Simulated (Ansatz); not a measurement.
`C=C(F)NC` + `C=N` → `C=NC(=C)F` + CH₃NH₂ at 400 K and 1 bar (substitution at a C–N bond).

Isolated molecules relaxed with PBE0-D4/def2-TZVP in Ansatz; ΔE leaves out vibrations. CBS: MP2 limit from def2 TZ/QZ plus the TZ coupled-cluster correction, frozen cores. This one scheme is used for every species. Each species was taken in one conformer, which may not be the lowest.

```
    species  CCSD(T)/CBS energy (Eh)  H − E (kJ/mol)  S (J/(mol·K))
 `C=C(F)NC`               -272.22690           264.1          343.7
      `C=N`                -94.52360           119.4          238.9
`C=NC(=C)F`               -271.00035           198.0          321.9
     CH₃NH₂                -95.75281           185.4          256.0
```

H − E and S are ideal-gas, rigid-rotor, harmonic terms from PBE0-D4/def2-TZVP, for one conformer and one mirror image of each species. 1 Eh = 2625.50 kJ/mol, R = 8.31446 J/(mol·K).

Q: By hand: ΔE, ΔH, ΔS and ΔG.

A: ΔE = (-271.00035) + (-95.75281) − (-272.22690) − (-94.52360) = -0.00266 Eh = -7.0 kJ/mol. Δ(H − E) = 198.0 + 185.4 − 264.1 − 119.4 = -0.1, so ΔH = -7.1 kJ/mol. ΔS = 321.9 + 256.0 − 343.7 − 238.9 = -4.7 J/(mol·K). ΔG = -7.1 − 400 × (-4.7)/1000 = -5.2 kJ/mol.

Q: By hand: the equilibrium constant, and the temperature at which ΔG would vanish if ΔH and ΔS stayed fixed.

A: log₁₀ K = −ΔG/(RT ln 10) = 0.7. ΔG = 0 at ΔH/ΔS = 1511 K, though so small a ΔH makes that figure unsure.

The number of gas molecules stays the same, so ΔS is small and ΔH decides. The sign of ΔG lies within the doubt. A doubt of 5 kJ/mol in ΔE shifts log₁₀ K by 0.7 here. Other conformers and mirror images would add mixing entropy, several J/(mol·K) or more a flexible species. These are equilibria of isolated gas molecules and say nothing of rates. Largest T1 diagnostic: 0.013 (customary marks: 0.02 for closed shells, 0.045 for open ones).
